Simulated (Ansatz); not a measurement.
Ansatz (a program for electronic structure) job for O2, SMILES O=O (connectivity only; charge and spin as stated), charge +1, multiplicity 2, PBE-D3(BJ)/def2-TZVPD. 

Ansatz 0.2 input:
```yaml
crystal:
  periodic: [false, false, false]
  atoms:
    - {symbol: O, position_ang: [0.00000000, 0.00000000, -0.55286463]}
    - {symbol: O, position_ang: [0.00000000, 0.00000000, 0.55286463]}
basis:
  gaussian:
    orbitals: def2-TZVPD
hamiltonian:
  xc: pbe
  dispersion: d3bj
total_charge: 1
magnetization: {spin_polarized: true, initial_magnetization: 1}
relax: {f_tol: 0.002, max_steps: 200}
```

Output:

```
WARN ansatz: RAYON_NUM_THREADS=1 ignored (pool sized by the plan → 1); use --threads N
Functional definition: PBE
integrals: 0.01 GiB planned
368 factors; their error is unknown
mean field: 0.16 GiB planned
mean field evaluation 1: about -4073.8735 eV, gradient 2.9e1 eV
mean field evaluation 2: about -4074.9032 eV, gradient 2.2e1 eV
mean field evaluation 4: about -4076.2724 eV, gradient 2.0e-1 eV
mean field evaluation 8: about -4076.2690 eV, gradient 1.9e-3 eV
mean field evaluation 16: about -4076.2789 eV, gradient 8.3e-2 eV
mean field -4076.26897538 eV, -149.8001218509 hartree, gradient 5.2e-6 eV, S^2 0.751361; 1 other end points of the search recorded, 0 dependent functions left out
the calculation of the forces begins
reference -4076.26899037 eV, -149.8001224017 hartree; 8, 7 occupied and 72, 73 virtual orbitals, 368 factors
relax step   1: F+E_penalty+E_count = -4076.27624877 eV  Δ(F+E_penalty+E_count) = +0.000e0 eV  max|allowed force component| = 1.904e0 eV/Å  Δτ_max = 0.0000 Å  (43 SCF iters, accepted)
these checks for a lower state are left out or cut short: starts, cluster_reference, orbital_swaps, neighbouring_geometries, increment
integrals: 0.01 GiB planned
368 factors; their error is unknown
mean field: 0.16 GiB planned
mean field -4076.28400477 eV, -149.8006741707 hartree, gradient 2.2e-5 eV, S^2 0.751382; 0 other end points of the search recorded, 0 dependent functions left out
the calculation of the forces begins
reference -4076.28401952 eV, -149.8006747127 hartree; 8, 7 occupied and 72, 73 virtual orbitals, 368 factors
relax step   2: F+E_penalty+E_count = -4076.29127763 eV  Δ(F+E_penalty+E_count) = -1.503e-2 eV  max|allowed force component| = 1.710e-1 eV/Å  Δτ_max = 0.0074 Å  (28 SCF iters, accepted)
these checks for a lower state are left out or cut short: starts, cluster_reference, orbital_swaps, neighbouring_geometries, increment
integrals: 0.01 GiB planned
368 factors; their error is unknown
mean field: 0.16 GiB planned
mean field evaluation 32: about -4076.2879 eV, gradient 9.5e-5 eV
mean field -4076.28413664 eV, -149.8006790170 hartree, gradient 2.2e-5 eV, S^2 0.751384; 0 other end points of the search recorded, 0 dependent functions left out
the calculation of the forces begins
reference -4076.28415137 eV, -149.8006795581 hartree; 8, 7 occupied and 72, 73 virtual orbitals, 368 factors
relax step   3: F+E_penalty+E_count = -4076.29140945 eV  Δ(F+E_penalty+E_count) = -1.318e-4 eV  max|allowed force component| = 7.933e-3 eV/Å  Δτ_max = 0.0007 Å  (30 SCF iters, accepted)
these checks for a lower state are left out or cut short: starts, cluster_reference, orbital_swaps, neighbouring_geometries, increment
integrals: 0.01 GiB planned
368 factors; their error is unknown
mean field: 0.16 GiB planned
mean field -4076.28413676 eV, -149.8006790214 hartree, gradient 2.2e-5 eV, S^2 0.751384; 0 other end points of the search recorded, 0 dependent functions left out
the calculation of the forces begins
reference -4076.28415149 eV, -149.8006795625 hartree; 8, 7 occupied and 72, 73 virtual orbitals, 368 factors
relax step   4: F+E_penalty+E_count = -4076.29140956 eV  Δ(F+E_penalty+E_count) = -1.174e-7 eV  max|allowed force component| = 6.104e-3 eV/Å  Δτ_max = 0.0001 Å  (29 SCF iters, accepted)
these checks for a lower state are left out or cut short: starts, cluster_reference, orbital_swaps, neighbouring_geometries, increment
integrals: 0.01 GiB planned
368 factors; their error is unknown
mean field: 0.16 GiB planned
mean field -4076.28413693 eV, -149.8006790276 hartree, gradient 2.2e-5 eV, S^2 0.751384; 0 other end points of the search recorded, 0 dependent functions left out
the calculation of the forces begins
reference -4076.28415166 eV, -149.8006795687 hartree; 8, 7 occupied and 72, 73 virtual orbitals, 368 factors
relax step   5: F+E_penalty+E_count = -4076.29140973 eV  Δ(F+E_penalty+E_count) = -1.696e-7 eV  max|allowed force component| = 1.030e-6 eV/Å  Δτ_max = 0.0000 Å  (29 SCF iters, accepted)
integrals: 0.01 GiB planned
368 factors; their error is unknown
mean field: 0.16 GiB planned
mean field evaluation 64: about -4076.2865 eV, gradient 6.7e-1 eV
mean field -4076.28413693 eV, -149.8006790276 hartree, gradient 2.2e-5 eV, S^2 0.751384; 2 other end points of the search recorded, 0 dependent functions left out
the calculation of the forces begins
reference -4076.28415166 eV, -149.8006795687 hartree; 8, 7 occupied and 72, 73 virtual orbitals, 368 factors
Total energy: -4076.29142446 eV, -149.8009468392 hartree
Atom 0 at    -0.000000    -0.000000    -0.561001 Å, force     0.000000     0.000000     0.000001 eV/Å
Atom 1 at     0.000000     0.000000     0.561001 Å, force    -0.000000    -0.000000    -0.000001 eV/Å
Dipole moment:     0.000000    -0.000000    -0.000000 e Å
```

Self-consistency was reached.

Cost: about 5 core-seconds (a rough figure).
